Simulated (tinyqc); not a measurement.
Worked calculation (part 1 of 3): UHF in the sto-6g basis, for H3O+, spin multiplicity 1. Computed by tinyqc, a small Python program that keeps every step (integrals from PySCF). Settings: charge = 1, multiplicity = 1, basis = sto-6g, energy threshold = 1e-08, iteration cap = 86, orthogonalisation = symmetric, start = Wolfsberg-Helmholz matrix, DIIS depth = 0, method = UHF, break = 0.7. Command: `OMP_NUM_THREADS=1 python tinyqc.py 21362 21363 out.jsonl` (the two numbers bound the seeds that draw the settings). One thread of a shared host (Intel(R) Xeon(R) Processor @ 2.60GHz), about 0.2 s of CPU time with the checks. Later iterations appear only in the table of the cycle.

## One-electron integrals

Geometry (angstrom):

| atom | x | y | z |
|---|---|---|---|
| O | 0.00000 | 0.00000 | 0.08900 |
| H | 1.02300 | 0.00000 | 0.00000 |
| H | -0.51200 | 0.88600 | 0.00000 |
| H | -0.51200 | -0.88600 | 0.00000 |

Basis sto-6g: exponents (1/bohr^2) and contraction coefficients of normalised primitives:

| element | l (shell) | exponent | coefficient |
|---|---|---|---|
| O | s (1) | 1355.58423 | 0.00916 |
| O | s (1) | 248.54489 | 0.04936 |
| O | s (1) | 69.53390 | 0.16854 |
| O | s (1) | 23.88677 | 0.37056 |
| O | s (1) | 9.27593 | 0.41649 |
| O | s (1) | 3.82034 | 0.13033 |
| O | s (2) | 52.18776 | -0.01325 |
| O | s (2) | 10.32932 | -0.04699 |
| O | s (2) | 3.21034 | -0.03379 |
| O | s (2) | 1.23514 | 0.25024 |
| O | s (2) | 0.53642 | 0.59512 |
| O | s (2) | 0.24588 | 0.24071 |
| O | p (3) | 52.18776 | 0.00376 |
| O | p (3) | 10.32932 | 0.03768 |
| O | p (3) | 3.21034 | 0.17390 |
| O | p (3) | 1.23514 | 0.41804 |
| O | p (3) | 0.53642 | 0.42586 |
| O | p (3) | 0.24588 | 0.10171 |
| H | s (1) | 35.52322 | 0.00916 |
| H | s (1) | 6.51314 | 0.04936 |
| H | s (1) | 1.82214 | 0.16854 |
| H | s (1) | 0.62596 | 0.37056 |
| H | s (1) | 0.24308 | 0.41649 |
| H | s (1) | 0.10011 | 0.13033 |

Overlap, kinetic and nuclear-attraction integrals over the contracted functions; the nuclear repulsion is the sum of Za Zb / Rab.

nuclear repulsion = 13.2613900 hartree

overlap S, lower triangle:
```
          1O 1s    1O 2s    1O 2px    1O 2py    1O 2pz    2H 1s    3H 1s    4H 1s
1O 1s   1.00000
1O 2s   0.23114  1.00000
1O 2px  0.00000  0.00000   1.00000
1O 2py  0.00000  0.00000   0.00000   1.00000
1O 2pz  0.00000  0.00000   0.00000   0.00000   1.00000
2H 1s   0.04724  0.43234   0.36626   0.00000  -0.03186  1.00000
3H 1s   0.04720  0.43216  -0.18320   0.31702  -0.03185  0.17134  1.00000
4H 1s   0.04720  0.43216  -0.18320  -0.31702  -0.03185  0.17134  0.17144  1.00000
```

kinetic energy T (hartree), lower triangle:
```
           1O 1s    1O 2s    1O 2px    1O 2py    1O 2pz     2H 1s     3H 1s    4H 1s
1O 1s   29.32720
1O 2s   -0.89602  0.84262
1O 2px   0.00000  0.00000   2.53131
1O 2py   0.00000  0.00000   0.00000   2.53131
1O 2pz   0.00000  0.00000   0.00000   0.00000   2.53131
2H 1s   -0.00453  0.09682   0.23079   0.00000  -0.02008   0.76852
3H 1s   -0.00454  0.09670  -0.11537   0.19965  -0.02006  -0.00717   0.76852
4H 1s   -0.00454  0.09670  -0.11537  -0.19965  -0.02006  -0.00717  -0.00715  0.76852
```

nuclear attraction V (hartree), lower triangle:
```
            1O 1s      1O 2s     1O 2px     1O 2py     1O 2pz     2H 1s     3H 1s     4H 1s
1O 1s   -62.80402
1O 2s    -6.50856  -10.53251
1O 2px    0.00000    0.00003  -10.58440
1O 2py    0.00000    0.00000    0.00000  -10.58418
1O 2pz    0.00371    0.04218    0.00000    0.00000  -10.42770
2H 1s    -1.51816   -3.57427   -2.70409    0.00000    0.24632  -5.84450
3H 1s    -1.51711   -3.57246    1.35246   -2.34033    0.24615  -1.13479  -5.84354
4H 1s    -1.51711   -3.57246    1.35246    2.34033    0.24615  -1.13479  -1.13517  -5.84354
```

core Hamiltonian H = T + V (hartree), lower triangle:
```
            1O 1s     1O 2s    1O 2px    1O 2py    1O 2pz     2H 1s     3H 1s     4H 1s
1O 1s   -33.47682
1O 2s    -7.40459  -9.68989
1O 2px    0.00000   0.00003  -8.05309
1O 2py    0.00000   0.00000   0.00000  -8.05288
1O 2pz    0.00371   0.04218   0.00000   0.00000  -7.89639
2H 1s    -1.52269  -3.47745  -2.47330   0.00000   0.22624  -5.07598
3H 1s    -1.52165  -3.47576   1.23709  -2.14068   0.22610  -1.14196  -5.07501
4H 1s    -1.52165  -3.47576   1.23709   2.14068   0.22610  -1.14196  -1.14233  -5.07501
```

## Two-electron integrals

Functions are numbered as in S; the eight-fold symmetry (ij|kl) = (ji|kl) = (kl|ij) leaves the list below.

Two-electron integrals (ij|kl) in chemists' order, unique and non-zero (hartree):
```
(11|11) 4.78749     (21|11) 0.67588     (21|21) 0.12150     (22|11) 1.11738
(22|21) 0.24921     (22|22) 0.81738     (31|31) 0.02576     (32|31) 0.03914
(32|32) 0.18066     (33|11) 1.11738     (33|21) 0.24921     (33|22) 0.81738
(33|33) 0.88066     (41|41) 0.02576     (42|41) 0.03914     (42|42) 0.18066
(43|43) 0.04746     (44|11) 1.11738     (44|21) 0.24921     (44|22) 0.81738
(44|33) 0.78574     (44|44) 0.88066     (51|51) 0.02576     (52|51) 0.03914
(52|52) 0.18066     (53|53) 0.04746     (54|54) 0.04746     (55|11) 1.11738
(55|21) 0.24921     (55|22) 0.81738     (55|33) 0.78574     (55|44) 0.78574
(55|55) 0.88066     (61|11) 0.14728     (61|21) 0.02538     (61|22) 0.05091
(61|31) 0.00124     (61|32) 0.00242     (61|33) 0.05113     (61|44) 0.05080
(61|51) -0.00011    (61|52) -0.00021    (61|53) -2.84e-05   (61|55) 0.05080
(61|61) 0.00540     (62|11) 0.35762     (62|21) 0.08088     (62|22) 0.29365
(62|31) 0.00645     (62|32) 0.04758     (62|33) 0.30329     (62|44) 0.28877
(62|51) -0.00056    (62|52) -0.00414    (62|53) -0.00126    (62|55) 0.28888
(62|61) 0.01698     (62|62) 0.13119     (63|11) 0.25705     (63|21) 0.05896
(63|22) 0.22832     (63|31) 0.01311     (63|32) 0.08554     (63|33) 0.24881
(63|44) 0.21804     (63|51) -0.00036    (63|52) -0.00304    (63|53) -0.00182
(63|55) 0.21812     (63|61) 0.01295     (63|62) 0.12403     (63|63) 0.13456
(64|41) 0.00899     (64|42) 0.05059     (64|43) 0.00982     (64|54) -0.00085
(64|64) 0.01856     (65|11) -0.02236    (65|21) -0.00513    (65|22) -0.01986
(65|31) -0.00036    (65|32) -0.00304    (65|33) -0.01994    (65|44) -0.01897
(65|51) 0.00902     (65|52) 0.05085     (65|53) 0.00990     (65|55) -0.02068
(65|61) -0.00113    (65|62) -0.01079    (65|63) -0.01009    (65|65) 0.01944
(66|11) 0.50053     (66|21) 0.11530     (66|22) 0.47875     (66|31) 0.01195
(66|32) 0.12041     (66|33) 0.51653     (66|44) 0.45964     (66|51) -0.00104
(66|52) -0.01048    (66|53) -0.00495    (66|55) 0.46007     (66|61) 0.02446
(66|62) 0.27084     (66|63) 0.29235     (66|65) -0.02543    (66|66) 0.77500
(71|11) 0.14718     (71|21) 0.02536     (71|22) 0.05087     (71|31) -0.00062
(71|32) -0.00121    (71|33) 0.05085     (71|41) 0.00107     (71|42) 0.00209
(71|43) -0.00014    (71|44) 0.05101     (71|51) -0.00011    (71|52) -0.00021
(71|53) 1.42e-05    (71|54) -2.45e-05   (71|55) 0.05077     (71|61) 0.00530
(71|62) 0.01630     (71|63) 0.01160     (71|64) 0.00047     (71|65) -0.00108
(71|66) 0.02313     (71|71) 0.00539     (72|11) 0.35743     (72|21) 0.08083
(72|22) 0.29350     (72|31) -0.00323    (72|32) -0.02380    (72|33) 0.29226
(72|41) 0.00558     (72|42) 0.04118     (72|43) -0.00629    (72|44) 0.29951
(72|51) -0.00056    (72|52) -0.00414    (72|53) 0.00063     (72|54) -0.00109
(72|55) 0.28874     (72|61) 0.01630     (72|62) 0.10268     (72|63) 0.07417
(72|64) 0.01148     (72|65) -0.00818    (72|66) 0.16983     (72|71) 0.01696
(72|72) 0.13107     (73|11) -0.12856    (73|21) -0.02949    (73|22) -0.11420
(73|31) 0.01002     (73|32) 0.05931     (73|33) -0.12027    (73|41) -0.00178
(73|42) -0.01513    (73|43) 0.01091     (73|44) -0.11323    (73|51) 0.00018
(73|52) 0.00152     (73|53) -0.00110    (73|54) 0.00042     (73|55) -0.10909
(73|61) -0.00540    (73|62) -0.02717    (73|63) -0.00628    (73|64) -0.00234
(73|65) 0.00211     (73|66) -0.03349    (73|71) -0.00647    (73|72) -0.06201
(73|73) 0.04756     (74|11) 0.22247     (74|21) 0.05103     (74|22) 0.19761
(74|31) -0.00178    (74|32) -0.01513    (74|33) 0.19112     (74|41) 0.01207
(74|42) 0.07675     (74|43) -0.00909    (74|44) 0.21293     (74|51) -0.00031
(74|52) -0.00263    (74|53) 0.00042     (74|54) -0.00158    (74|55) 0.18878
(74|61) 0.01029     (74|62) 0.06997     (74|63) 0.05012     (74|64) 0.02133
(74|65) -0.00547    (74|66) 0.11712     (74|71) 0.01120     (74|72) 0.10730
(74|73) -0.05022    (74|74) 0.10544     (75|11) -0.02235    (75|21) -0.00513
(75|22) -0.01985    (75|31) 0.00018     (75|32) 0.00152     (75|33) -0.01920
(75|41) -0.00031    (75|42) -0.00263    (75|43) 0.00042     (75|44) -0.01968
(75|51) 0.00902     (75|52) 0.05083     (75|53) -0.00495    (75|54) 0.00857
(75|55) -0.02067    (75|61) -0.00108    (75|62) -0.00818    (75|63) -0.00579
(75|64) -0.00091    (75|65) 0.01458     (75|66) -0.01474    (75|71) -0.00112
(75|72) -0.01078    (75|73) 0.00504     (75|74) -0.00873    (75|75) 0.01942
(76|11) 0.10911     (76|21) 0.02487     (76|22) 0.09653     (76|31) 0.00081
(76|32) 0.00691     (76|33) 0.09717     (76|41) 0.00141     (76|42) 0.01198
(76|43) 0.00041     (76|44) 0.09765     (76|51) -0.00028    (76|52) -0.00241
(76|53) -0.00028    (76|54) -0.00048    (76|55) 0.09477     (76|61) 0.00514
(76|62) 0.04118     (76|63) 0.03632     (76|64) 0.00434     (76|65) -0.00381
(76|66) 0.08484     (76|71) 0.00514     (76|72) 0.04116     (76|73) -0.01441
(76|74) 0.03360     (76|75) -0.00381    (76|76) 0.01566     (77|11) 0.50040
(77|21) 0.11527     (77|22) 0.47865     (77|31) -0.00597    (77|32) -0.06023
(77|33) 0.47378     (77|41) 0.01034     (77|42) 0.10422     (77|43) -0.02464
(77|44) 0.50218     (77|51) -0.00104    (77|52) -0.01047    (77|53) 0.00248
(77|54) -0.00428    (77|55) 0.45997     (77|61) 0.02314     (77|62) 0.16988
(77|63) 0.11819     (77|64) 0.02961     (77|65) -0.01475    (77|66) 0.29624
(77|71) 0.02444     (77|72) 0.27069     (77|73) -0.14621    (77|74) 0.25301
(77|75) -0.02542    (77|76) 0.08484     (77|77) 0.77500     (81|11) 0.14718
(81|21) 0.02536     (81|22) 0.05087     (81|31) -0.00062    (81|32) -0.00121
(81|33) 0.05085     (81|41) -0.00107    (81|42) -0.00209    (81|43) 0.00014
(81|44) 0.05101     (81|51) -0.00011    (81|52) -0.00021    (81|53) 1.42e-05
(81|54) 2.45e-05    (81|55) 0.05077     (81|61) 0.00530     (81|62) 0.01630
(81|63) 0.01160     (81|64) -0.00047    (81|65) -0.00108    (81|66) 0.02313
(81|71) 0.00530     (81|72) 0.01629     (81|73) -0.00622    (81|74) 0.00981
(81|75) -0.00108    (81|76) 0.00497     (81|77) 0.02312     (81|81) 0.00539
(82|11) 0.35743     (82|21) 0.08083     (82|22) 0.29350     (82|31) -0.00323
(82|32) -0.02380    (82|33) 0.29226     (82|41) -0.00558    (82|42) -0.04118
(82|43) 0.00629     (82|44) 0.29951     (82|51) -0.00056    (82|52) -0.00414
(82|53) 0.00063     (82|54) 0.00109     (82|55) 0.28874     (82|61) 0.01630
(82|62) 0.10268     (82|63) 0.07417     (82|64) -0.01148    (82|65) -0.00818
(82|66) 0.16983     (82|71) 0.01629     (82|72) 0.10264     (82|73) -0.04705
(82|74) 0.05846     (82|75) -0.00818    (82|76) 0.03312     (82|77) 0.16984
(82|81) 0.01696     (82|82) 0.13107     (83|11) -0.12856    (83|21) -0.02949
(83|22) -0.11420    (83|31) 0.01002     (83|32) 0.05931     (83|33) -0.12027
(83|41) 0.00178     (83|42) 0.01513     (83|43) -0.01091    (83|44) -0.11323
(83|51) 0.00018     (83|52) 0.00152     (83|53) -0.00110    (83|54) -0.00042
(83|55) -0.10909    (83|61) -0.00540    (83|62) -0.02717    (83|63) -0.00628
(83|64) 0.00234     (83|65) 0.00211     (83|66) -0.03349    (83|71) -0.00622
(83|72) -0.04705    (83|73) 0.03515     (83|74) -0.02624    (83|75) 0.00369
(83|76) -0.01137    (83|77) -0.08479    (83|81) -0.00647    (83|82) -0.06201
(83|83) 0.04756     (84|11) -0.22247    (84|21) -0.05103    (84|22) -0.19761
(84|31) 0.00178     (84|32) 0.01513     (84|33) -0.19112    (84|41) 0.01207
(84|42) 0.07675     (84|43) -0.00909    (84|44) -0.21293    (84|51) 0.00031
(84|52) 0.00263     (84|53) -0.00042    (84|54) -0.00158    (84|55) -0.18878
(84|61) -0.01029    (84|62) -0.06997    (84|63) -0.05012    (84|64) 0.02133
(84|65) 0.00547     (84|66) -0.11712    (84|71) -0.00981    (84|72) -0.05846
(84|73) 0.02624     (84|74) -0.02004    (84|75) 0.00456     (84|76) -0.01966
(84|77) -0.08752    (84|81) -0.01120    (84|82) -0.10730    (84|83) 0.05022
(84|84) 0.10544     (85|11) -0.02235    (85|21) -0.00513    (85|22) -0.01985
(85|31) 0.00018     (85|32) 0.00152     (85|33) -0.01920    (85|41) 0.00031
(85|42) 0.00263     (85|43) -0.00042    (85|44) -0.01968    (85|51) 0.00902
(85|52) 0.05083     (85|53) -0.00495    (85|54) -0.00857    (85|55) -0.02067
(85|61) -0.00108    (85|62) -0.00818    (85|63) -0.00579    (85|64) 0.00091
(85|65) 0.01458     (85|66) -0.01474    (85|71) -0.00108    (85|72) -0.00818
(85|73) 0.00369     (85|74) -0.00456    (85|75) 0.01458     (85|76) -0.00297
(85|77) -0.01474    (85|81) -0.00112    (85|82) -0.01078    (85|83) 0.00504
(85|84) 0.00873     (85|85) 0.01942     (86|11) 0.10911     (86|21) 0.02487
(86|22) 0.09653     (86|31) 0.00081     (86|32) 0.00691     (86|33) 0.09717
(86|41) -0.00141    (86|42) -0.01198    (86|43) -0.00041    (86|44) 0.09765
(86|51) -0.00028    (86|52) -0.00241    (86|53) -0.00028    (86|54) 0.00048
(86|55) 0.09477     (86|61) 0.00514     (86|62) 0.04118     (86|63) 0.03632
(86|64) -0.00434    (86|65) -0.00381    (86|66) 0.08484     (86|71) 0.00497
(86|72) 0.03312     (86|73) -0.01137    (86|74) 0.01966     (86|75) -0.00297
(86|76) 0.01276     (86|77) 0.05574     (86|81) 0.00514     (86|82) 0.04116
(86|83) -0.01441    (86|84) -0.03360    (86|85) -0.00381    (86|86) 0.01566
(87|11) 0.10914     (87|21) 0.02488     (87|22) 0.09656     (87|31) -0.00163
(87|32) -0.01384    (87|33) 0.09792     (87|44) 0.09696     (87|51) -0.00028
(87|52) -0.00241    (87|53) 0.00056     (87|55) 0.09480     (87|61) 0.00498
(87|62) 0.03315     (87|63) 0.02272     (87|65) -0.00297    (87|66) 0.05576
(87|71) 0.00514     (87|72) 0.04119     (87|73) -0.02194    (87|74) 0.02928
(87|75) -0.00381    (87|76) 0.01276     (87|77) 0.08489     (87|81) 0.00514
(87|82) 0.04119     (87|83) -0.02194    (87|84) -0.02928    (87|85) -0.00381
(87|86) 0.01276     (87|87) 0.01567     (88|11) 0.50040     (88|21) 0.11527
(88|22) 0.47865     (88|31) -0.00597    (88|32) -0.06023    (88|33) 0.47378
(88|41) -0.01034    (88|42) -0.10422    (88|43) 0.02464     (88|44) 0.50218
(88|51) -0.00104    (88|52) -0.01047    (88|53) 0.00248     (88|54) 0.00428
(88|55) 0.45997     (88|61) 0.02314     (88|62) 0.16988     (88|63) 0.11819
(88|64) -0.02961    (88|65) -0.01475    (88|66) 0.29624     (88|71) 0.02312
(88|72) 0.16984     (88|73) -0.08479    (88|74) 0.08752     (88|75) -0.01474
(88|76) 0.05574     (88|77) 0.29630     (88|81) 0.02444     (88|82) 0.27069
(88|83) -0.14621    (88|84) -0.25301    (88|85) -0.02542    (88|86) 0.08484
(88|87) 0.08489     (88|88) 0.77500
```

## Orthogonalisation

S = U s U^T; symmetric (Loewdin) form X = U s^(-1/2) U^T, so that X^T S X = 1.

eigenvalues of S: 0.37350  0.45761  0.45782  0.97367  1.01000  1.37074  1.37108  1.98558

X, lower triangle:
```
           1O 1s     1O 2s    1O 2px    1O 2py   1O 2pz     2H 1s     3H 1s    4H 1s
1O 1s    1.02335
1O 2s   -0.14249   1.27457
1O 2px   0.00000   0.00003   1.10761
1O 2py   0.00000   0.00000   0.00000   1.10745
1O 2pz   0.00165  -0.01833   0.00000   0.00000  1.00132
2H 1s    0.01784  -0.24686  -0.25032   0.00000  0.01790   1.16825
3H 1s    0.01783  -0.24667   0.12517  -0.21662  0.01788  -0.05649   1.16809
4H 1s    0.01783  -0.24667   0.12517   0.21662  0.01788  -0.05649  -0.05650  1.16809
```

## Starting guess

The start is the generalised Wolfsberg-Helmholz matrix (K = 1.75) built on H, with HOMO and LUMO mixed by +/-0.7 rad for the two spins; D(s) = C_occ C_occ^T for each spin.

D(alpha) at the start, lower triangle:
```
           1O 1s     1O 2s    1O 2px    1O 2py    1O 2pz    2H 1s     3H 1s    4H 1s
1O 1s    1.02382
1O 2s   -0.09497   0.47659
1O 2px   0.00001  -0.00004   0.68898
1O 2py   0.00646  -0.02378   0.00000   0.95114
1O 2pz  -0.00268   0.01002   0.00000  -0.39074   0.58432
2H 1s   -0.05916   0.14533   0.21035  -0.00030  -0.00740  0.10964
3H 1s   -0.06615   0.17113  -0.10520  -0.10340   0.41818  0.01359   0.42089
4H 1s   -0.05208   0.11934  -0.10521   0.10280  -0.43297  0.01293  -0.29741  0.41957
```

D(beta) at the start, lower triangle:
```
           1O 1s     1O 2s    1O 2px    1O 2py    1O 2pz    2H 1s     3H 1s    4H 1s
1O 1s    1.02382
1O 2s   -0.09497   0.47659
1O 2px   0.00001  -0.00004   0.68898
1O 2py  -0.00646   0.02378   0.00000   0.95114
1O 2pz  -0.00268   0.01002   0.00000   0.39074   0.58432
2H 1s   -0.05916   0.14533   0.21035   0.00030  -0.00740  0.10964
3H 1s   -0.05208   0.11934  -0.10521  -0.10280  -0.43297  0.01293   0.41957
4H 1s   -0.06615   0.17113  -0.10520   0.10340   0.41818  0.01359  -0.29741  0.42089
```

## Iteration 1: building the Fock matrix

J_ij = sum D_kl (ij|kl) with D = D(alpha) + D(beta), K_ij = sum D_kl (ik|jl) for each spin; F = H + J - K(s); E = tr D H + tr D J / 2 - 0.5 sum_s tr D(s) K(s) + E_nn.

Coulomb J (hartree), lower triangle:
```
           1O 1s     1O 2s    1O 2px    1O 2py    1O 2pz    2H 1s    3H 1s    4H 1s
1O 1s   17.07682
1O 2s    3.03189   8.01640
1O 2px  -0.00133  -0.02311   8.03678
1O 2py   0.00000   0.00000   0.00000   8.07318
1O 2pz  -0.00227  -0.02371   0.00142   0.00000   7.93924
2H 1s    0.63786   2.85019   2.20109   0.00000  -0.19800  4.68861
3H 1s    0.63766   2.87761  -1.12997   1.94604  -0.20115  0.94261  4.85000
4H 1s    0.63766   2.87761  -1.12997  -1.94604  -0.20115  0.94261  0.95105  4.85000
```

exchange K(alpha) (hartree), lower triangle:
```
           1O 1s     1O 2s    1O 2px    1O 2py    1O 2pz    2H 1s    3H 1s    4H 1s
1O 1s    4.86085
1O 2s    0.77819   1.17785
1O 2px   0.00094   0.00293   1.02440
1O 2py  -0.00018  -0.01360  -0.00083   1.08240
1O 2pz  -0.00038  -0.01416   0.00036  -0.15785   0.75277
2H 1s    0.17060   0.50378   0.38339  -0.00102  -0.03028  0.48633
3H 1s    0.16894   0.50872  -0.19849   0.32133   0.04854  0.16085  0.57262
4H 1s    0.16972   0.50419  -0.19843  -0.32327  -0.11179  0.16296  0.14355  0.58173
```

exchange K(beta) (hartree), lower triangle:
```
           1O 1s     1O 2s    1O 2px    1O 2py    1O 2pz    2H 1s    3H 1s    4H 1s
1O 1s    4.86085
1O 2s    0.77819   1.17785
1O 2px   0.00094   0.00293   1.02440
1O 2py   0.00018   0.01360   0.00083   1.08240
1O 2pz  -0.00038  -0.01416   0.00036   0.15785   0.75277
2H 1s    0.17060   0.50378   0.38339   0.00102  -0.03028  0.48633
3H 1s    0.16972   0.50419  -0.19843   0.32327  -0.11179  0.16296  0.58173
4H 1s    0.16894   0.50872  -0.19849  -0.32133   0.04854  0.16085  0.14355  0.57262
```

F(alpha) (hartree), lower triangle:
```
            1O 1s     1O 2s    1O 2px    1O 2py    1O 2pz     2H 1s     3H 1s     4H 1s
1O 1s   -21.26085
1O 2s    -5.15089  -2.85134
1O 2px   -0.00226  -0.02601  -1.04072
1O 2py    0.00018   0.01360   0.00083  -1.06209
1O 2pz    0.00182   0.03263   0.00106   0.15785  -0.70993
2H 1s    -1.05544  -1.13105  -0.65560   0.00102   0.05853  -0.87370
3H 1s    -1.05294  -1.10687   0.30561  -0.51597  -0.02359  -0.36020  -0.79764
4H 1s    -1.05372  -1.10234   0.30555   0.51791   0.13674  -0.36231  -0.33483  -0.80674
```

F(beta) (hartree), lower triangle:
```
            1O 1s     1O 2s    1O 2px    1O 2py    1O 2pz     2H 1s     3H 1s     4H 1s
1O 1s   -21.26085
1O 2s    -5.15089  -2.85134
1O 2px   -0.00226  -0.02601  -1.04072
1O 2py   -0.00018  -0.01360  -0.00083  -1.06209
1O 2pz    0.00182   0.03263   0.00106  -0.15785  -0.70993
2H 1s    -1.05544  -1.13105  -0.65560  -0.00102   0.05853  -0.87370
3H 1s    -1.05372  -1.10234   0.30555  -0.51791   0.13674  -0.36231  -0.80674
4H 1s    -1.05294  -1.10687   0.30561   0.51597  -0.02359  -0.36020  -0.33483  -0.79764
```

total energy of this density = -75.3572225 hartree
